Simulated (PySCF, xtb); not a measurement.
CH3S, SMILES [S]C (connectivity only; charge and spin as stated), charge -1, multiplicity 1.

GFN2-xTB run with xtb 6.7.1 at its own geometry gives an orbital gap of 4.30 eV.

Geometry optimised at PBE0-D3(BJ)/def2-TZVPD. The multiplicity is an assumed one; other spin states were not compared. The isomer is the one that the SMILES or the coordinates give; other isomers of the formula were not compared.

Q: What does PBE/def2-TZVPD run with PySCF give? (An estimate is asked for; the answer gives what the named calculation found.)

A: gap 2.49 eV (levels 1.30 and 3.79 eV).
